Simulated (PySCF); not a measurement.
Compound: thioketene, C2H2S.
InChI=1S/C2H2S/c1-2-3/h1H2

Theory: PySCF 2.14.0, PBE0-D3(BJ)/def2-TZVP geometry optimisation, gas phase.

Take the most abundant isotopes and a rigid rotor. 

What are A, B and C (MHz)?

Ia = 1.76, Ib = 88.45, Ic = 90.21 u·Å²; 505379 MHz·u·Å²/I gives A = 287485, B = 5714, C = 5602 MHz.

What kind of rotor is it?

A near-prolate asymmetric top. Ray's parameter κ = (2B − A − C)/(A − C) = -0.999; −1 is the prolate and +1 the oblate limit.

Is it planar, by Δ = Ic − Ia − Ib?

Planar: Δ = Ic − Ia − Ib = 0.00 u·Å². For a rigid frame Δ = −2 Σ m c², so it vanishes when all atoms lie in the ab plane; here none is more than 0.01 Å from it.

Give the coordinates in the principal-axis frame, origin at the centre of mass.

The sense of each axis is arbitrary; atoms in the order of the calculation.
| atom | mass (u) | a (Å) | b (Å) | c (Å) |
| --- | --- | --- | --- | --- |
| C1 | 12.000 | -1.824 | 0.000 | 0.001 |
| C2 | 12.000 | -0.521 | -0.001 | -0.002 |
| S3 | 31.972 | 1.030 | 0.000 | 0.000 |
| H4 | 1.008 | -2.373 | -0.934 | 0.000 |
| H5 | 1.008 | -2.374 | 0.934 | 0.000 |

Which lines would a microwave search look for?

The dipole components are |μa| = 1.07 D, |μb| = 0.00 D, |μc| = 0.00 D; the symmetry axis of this C2v structure is a, so μb and μc vanish by symmetry and there are no b-type or c-type lines. Some lines, for components of 0.1 D or more:

```
type  branch         J(Ka,Kc)    MHz  lower level (cm⁻¹)
   a       Q  3(1,2) ← 3(1,3)    668              11.654
   a       Q  5(1,4) ← 5(1,5)   1670              15.035
   a       R  1(0,1) ← 0(0,0)  11316               0.000
   a       R  2(1,2) ← 1(1,1)  22520               9.776
   a       R  2(0,2) ← 1(0,1)  22632               0.377
   a       R  3(0,3) ← 2(0,2)  33947               1.132
   a       R  3(2,1) ← 2(2,0)  33947              38.735
   a       R  4(1,4) ← 3(1,3)  45040              11.654
   a       R  4(0,4) ← 3(0,3)  45263               2.265
   a       R  4(3,1) ← 3(3,0)  45263              86.871
   a       R  4(2,2) ← 3(2,1)  45263              39.868
   a       R  4(1,3) ← 3(1,2)  45486              11.677
   a       R  5(1,5) ← 4(1,4)  56300              13.157
   a       R  5(0,5) ← 4(0,4)  56578               3.775
   a       R  5(2,4) ← 4(2,3)  56579              41.377
   a       R  5(4,1) ← 4(4,0)  56579             154.186
   a       R  5(2,3) ← 4(2,2)  56579              41.377
   a       R  5(1,4) ← 4(1,3)  56857              13.194
```

Whether it is a minimum is left open (no frequencies). These are rigid-rotor constants of the computed structure; measured ground-state constants (B0) also hold zero-point vibration.
